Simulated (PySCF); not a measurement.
Molecule: `InChI=1S/C4H5FO/c5-4(6)3-1-2-3/h3H,1-2H2`.

Numbering as in the mapped SMILES `[O:1]=[C:2]([F:3])[CH:4]1[CH2:5][CH2:6]1`. Hydrogens are named by the atom that carries them. Ha(C5), Ha(C6) are cis to C2 on the ring; Hb(C5), Hb(C6) are trans to C2 on the ring.

Geometry PBE0-D3(BJ)/def2-SVP throughout; GIAO in PySCF 2.14.0 with density-fitted response routines, gas phase, one conformer, non-relativistic; equivalent atoms averaged; basis pcSseg-2.

For orientation, PBE0 gives these absolute shieldings σ: O1 -68.3, C2 5.8, C5/C6 170.5, C4 171.4, F3 123.9, H(C4) 29.72, Ha(C5)/Ha(C6) 30.06, Hb(C5)/Hb(C6) 30.24 ppm.

A run gave: O1 -70.1, C2 5.0, C5/C6 169.7, C4 170.5, F3 124.7, H(C4) 29.77, Ha(C5)/Ha(C6) 30.09, Hb(C5)/Hb(C6) 30.29 ppm (absolute shieldings σ).

**Question.** Which functional was used in that run?
A. B3LYP
B. KT2
C. KT3
D. B97-D
E. mPW1PW91

**Answer.** E. C2 tells them apart best: mPW1PW91 gives 5.0, B3LYP gives 0.1, KT3 gives 14.1, KT2 gives 13.1, B97-D gives 6.6 ppm.
